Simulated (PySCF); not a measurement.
Other spins and charges of BN, triplet at one geometry

Geometry (PBE0/def2-TZVP stationary point for this spin):

```xyz
2

B     0.0000    0.0000    0.0000
N     0.0000    0.0000    1.3155
```

Basis 6-31G; PySCF 2.14.0. Only valence electrons are correlated (noble-gas cores frozen). Prefix R: restricted or restricted open-shell reference; prefix U: unrestricted.

Gaps are energies of the second state less the first, at fixed atoms, for a selection of the levels run; mean-field and cluster levels share one orbital occupation for each state, and full CI takes the lowest of the symmetries tried.

Unrestricted rows (U, and Kohn–Sham where it breaks symmetry) aren't spin-pure: their determinants' ⟨S²⟩ exceeds S(S+1) by up to 1.29, so they mix in states of higher spin. HF rows: RHF is the determinant under the cluster runs, UHF is the lowest solution found. The determinant for coupled cluster was chosen by a search with trial CCSD, here up to 0.45 eV above the lowest Hartree–Fock solution of its kind, and MP2 stands on that determinant too. A value is left out where its run failed or describes another state than the reference as far as symmetry and spin tell, or, spin-broken singlets apart, can't be checked.

Problem. PBE gives 0.195 eV for singlet less triplet. Estimate what full CI gives in 6-31G.

Solution. Full CI in 6-31G gives -0.227 eV, so against it PBE is off by 0.422 eV, of which a good part can be the reference's own basis and frozen-core error.

Large singles or doubles amplitudes warn of static correlation in the BN singlet.

```json
{"level": "RHF", "gap (eV)": "2.823", "error (meV)": "3050", "⟨S²⟩ where 0.1 over S(S+1) (first / second)": "– / –"}
{"level": "UHF", "gap (eV)": "0.026", "error (meV)": "253", "⟨S²⟩ where 0.1 over S(S+1) (first / second)": "– / 1.29"}
{"level": "RMP2", "gap (eV)": "-0.491", "error (meV)": "-264", "⟨S²⟩ where 0.1 over S(S+1) (first / second)": "– / –"}
{"level": "UMP2", "gap (eV)": "0.614", "error (meV)": "841", "⟨S²⟩ where 0.1 over S(S+1) (first / second)": "– / 1.29"}
{"level": "RCCSD", "gap (eV)": "0.204", "error (meV)": "431", "⟨S²⟩ where 0.1 over S(S+1) (first / second)": "– / –"}
{"level": "UCCSD", "gap (eV)": "0.262", "error (meV)": "489", "⟨S²⟩ where 0.1 over S(S+1) (first / second)": "– / 1.29"}
{"level": "RCCSD(T)", "gap (eV)": "-0.319", "error (meV)": "-92", "⟨S²⟩ where 0.1 over S(S+1) (first / second)": "– / –"}
{"level": "UCCSD(T)", "gap (eV)": "0.272", "error (meV)": "499", "⟨S²⟩ where 0.1 over S(S+1) (first / second)": "– / 1.29"}
{"level": "RCCSDT", "gap (eV)": "-0.206", "error (meV)": "21", "⟨S²⟩ where 0.1 over S(S+1) (first / second)": "– / –"}
{"level": "UCCSDT", "gap (eV)": "0.131", "error (meV)": "358", "⟨S²⟩ where 0.1 over S(S+1) (first / second)": "– / 1.29"}
{"level": "r2SCAN", "gap (eV)": "0.231", "error (meV)": "458", "⟨S²⟩ where 0.1 over S(S+1) (first / second)": "– / 1.03"}
{"level": "PBE0", "gap (eV)": "0.221", "error (meV)": "448", "⟨S²⟩ where 0.1 over S(S+1) (first / second)": "– / 1.02"}
{"level": "B3LYP", "gap (eV)": "0.198", "error (meV)": "425", "⟨S²⟩ where 0.1 over S(S+1) (first / second)": "– / 1.02"}
{"level": "wB97M-V", "gap (eV)": "0.255", "error (meV)": "482", "⟨S²⟩ where 0.1 over S(S+1) (first / second)": "– / 1.02"}
{"level": "B2PLYP", "gap (eV)": "0.259", "error (meV)": "486", "⟨S²⟩ where 0.1 over S(S+1) (first / second)": "– / 1.05"}
```

Wrong sign: RHF, UHF, UMP2, RCCSD, UCCSD, UCCSD(T), UCCSDT, r2SCAN, PBE0, B3LYP, wB97M-V, B2PLYP.

Removing an electron, to the doublet: 11.267 eV at full CI (triplet B2, doublet ion B1, in C2v).

Large singles or doubles amplitudes warn of static correlation in the BN⁺ doublet.

| level | gap (eV) | error (meV) |
| --- | --- | --- |
| RMP2 | 11.698 | 431 |
| RCCSD | 11.582 | 315 |
| RCCSD(T) | 11.192 | -75 |
| RCCSDT | 11.266 | -1 |

Problem. PBE gives 11.810 eV for removing an electron, to the quartet. Estimate what full CI gives in 6-31G.

Solution. Full CI in 6-31G gives 11.199 eV, so against it PBE is off by 0.611 eV, of which a good part can be the reference's own basis and frozen-core error.

```
   level  gap (eV)  error (meV)
     RHF     9.742        -1457
     UHF     9.756        -1443
    RMP2    11.194           -5
    UMP2    11.092         -107
   RCCSD    11.097         -102
   UCCSD    11.097         -102
RCCSD(T)    11.178          -21
UCCSD(T)    11.169          -30
  RCCSDT    11.189          -10
  UCCSDT    11.189          -10
  r2SCAN    11.687          488
    PBE0    11.589          390
   B3LYP    11.726          527
 wB97M-V    11.479          280
  B2PLYP    11.507          308
```

Problem. PBE gives 5.040 eV for quintet less triplet. Estimate what full CI gives in 6-31G.

Solution. Full CI in 6-31G gives 4.762 eV, so against it PBE is off by 0.278 eV, of which a good part can be the reference's own basis and frozen-core error.

```csv
level,gap (eV),error (meV)
RHF,2.925,-1837
UHF,2.929,-1833
RMP2,4.645,-117
UMP2,4.537,-225
RCCSD,4.602,-160
UCCSD,4.603,-159
RCCSD(T),4.725,-37
UCCSD(T),4.716,-46
RCCSDT,4.752,-10
UCCSDT,4.752,-10
r2SCAN,4.751,-11
PBE0,4.637,-125
B3LYP,4.904,142
wB97M-V,4.918,156
B2PLYP,4.859,97
```

In so small a basis the reference is far from its limit while semilocal and hybrid functionals are nearer theirs (RPA and double hybrids share part of the reference's basis error), so the functionals' errors here hold much of the reference's basis and frozen-core error, which can add to them or hide them. The set has no polarisation functions, which weighs most on the reference.

Full CI is exact within this basis and frozen core; it isn't the basis-set limit. The frozen core follows each run's orbitals, which can shift R against U totals by a few meV.
